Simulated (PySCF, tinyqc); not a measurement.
Worked calculation: harmonic frequencies on the RHF/sto-6g surface (energies and gradients from PySCF), for CH2, spin multiplicity 1. The lowest restricted solution is unstable here: a spin-polarised one lies 0.0267 hartree lower (PySCF). One step of it, computed by the program tinyqc.

Problem. Normal modes. Diagonalise H_ij / sqrt(m_i m_j); the 6 smallest eigenvalues belong to translations and rotations; wavenumber = sqrt(eigenvalue / 1822.888) x 219474.63; each mode has its largest component positive (the first on a tie); zero-point energy = sum of wavenumbers / 2, with 349.755 1/cm per kcal/mol.

Hessian (symmetrised) (hartree/bohr^2):
```
             1Cx          1Cy          1Cz          2Hx          2Hy          2Hz          3Hx          3Hy
1Cx   0.00144228  -0.01994929   0.01641562  -0.00016745   0.00422077  -0.00007676  -0.00127479   0.01572853
1Cy  -0.01994929   0.51165355   0.00161096   0.00133350  -0.25310979  -0.21205097   0.01861579  -0.25854425
1Cz   0.01641562   0.00161096   0.40785852  -0.00287213  -0.14058869  -0.20720051  -0.01354350   0.13897772
2Hx  -0.00016745   0.00133350  -0.00287213   0.00019061  -0.00399524   0.00086362  -0.00002319   0.00266173
2Hy   0.00422077  -0.25310979  -0.14058869  -0.00399524   0.28467176   0.17672781  -0.00022553  -0.03156173
2Hz  -0.00007676  -0.21205097  -0.20720051   0.00086362   0.17672781   0.19247742  -0.00078686   0.03532298
3Hx  -0.00127479   0.01861579  -0.01354350  -0.00002319  -0.00022553  -0.00078686   0.00129796  -0.01839026
3Hy   0.01572853  -0.25854425   0.13897772   0.00266173  -0.03156173   0.03532298  -0.01839026   0.29010622
3Hz  -0.01633886   0.21044001  -0.20065811   0.00200851  -0.03613914   0.01472314   0.01433036  -0.17430069

             3Hz
1Cx  -0.01633886
1Cy   0.21044001
1Cz  -0.20065811
2Hx   0.00200851
2Hy  -0.03613914
2Hz   0.01472314
3Hx   0.01433036
3Hy  -0.17430069
3Hz   0.18593501
```

masses (u): 1C 12.000000, 2H 1.007825, 3H 1.007825

Give: eigenvalues of the mass-weighted Hessian; harmonic wavenumbers of the vibrations; mass-weighted modes; zero-point energy.

Solution.

eigenvalues of the mass-weighted Hessian (hartree/(bohr^2 u)): [0.0000, 0.0000, 0.0000, 0.0000, 0.0000, 0.0000, 0.1214, 0.4323, 0.4703]

harmonic wavenumbers of the vibrations (1/cm): [1791.2, 3379.7, 3525.4]

mass-weighted modes, order 1Cx, 1Cy, 1Cz, 2Hx, 2Hy, 2Hz, 3Hx, 3Hy, 3Hz:
$$\begin{pmatrix}
-0.0122 & 0.0094 & 0.0117 \\
0.0023 & -0.0018 & -0.3011 \\
-0.3005 & 0.2308 & -0.0028 \\
0.0378 & 0.0055 & -0.0027 \\
-0.4343 & -0.5573 & 0.5161 \\
0.5145 & -0.4034 & 0.4338 \\
0.0044 & -0.0379 & -0.0376 \\
0.4263 & 0.5635 & 0.5228 \\
0.5225 & -0.3929 & -0.4241
\end{pmatrix}$$

zero-point energy = 12.4320 kcal/mol
